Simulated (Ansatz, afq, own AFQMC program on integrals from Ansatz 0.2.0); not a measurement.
## H3O, doublet in cc-pVTZ, levels against CCSDT(Q)

```yaml
atoms:
  - { symbol: H, position_ang: [-2.0456, 0.0498, 0.0000] }
  - { symbol: H, position_ang: [-1.3006, 0.0498, 0.0000] }
  - { symbol: O, position_ang: [0.1834, 0.0498, 0.0000] }
  - { symbol: H, position_ang: [0.4352, -0.8901, 0.0000] }
```

Basis cc-pVTZ. Noble-gas cores (and the filled d shells of Ga–Kr and In–Xe) are frozen. Integrals, coupled cluster, full CI and functionals: Ansatz 0.2.0; the random walks run on the same integrals in our own AFQMC program. ph-AFQMC/CISD is guided by a CISD state made of CCSD amplitudes; releasing the constraint for a short imaginary time cuts its bias at the price of noise, slowly where states lie close. Error bars are statistical, one sigma.

Determinant: UHF, the one that the program's search chose, which needn't be the lowest solution. The geometry is a point of a scan.

No full CI on the walks' own integrals is used here; CCSDT(Q) serves as the reference and is uncertain by about the last step of the cluster series.

Cautions: the released energies move by 1.5 errors or more from one time to the next, so no released level is given (meV from the phaseless value at times in 1/Eh: -9 ± 3 at 0.24, -10.8 ± 2.0 at 0.51, -8.9 ± 2.3 at 0.99, -2 ± 5 at 1.62, -12 ± 4 at 2.40), though the last usable value meets CCSDT(Q) within the noise.

The T1 diagnostic is 0.0194 and the weight of the determinant in the CISD state is 0.924. The ⟨S²⟩ of the determinant is 0.765. The size of the correlated space is 9 electrons in 71 orbitals.

Reference: CCSDT(Q), correlation energy -7.373 eV.

```
        level  E − E(reference) (kcal/mol)  share of correlation (%)
           HF                       170.03                      0.00
          MP2                        17.89                     89.48
         CCSD                         4.55                     97.33
      CCSD(T)                         0.44                     99.74
        CCSDT                         0.16                     99.91
ph-AFQMC/CISD                  0.25 ± 0.08                     99.86
```

A walk keeps the symmetry of its determinant, which the program's search chose and which needn't be the lowest solution, so a lower state of the same spin and another symmetry isn't excluded.
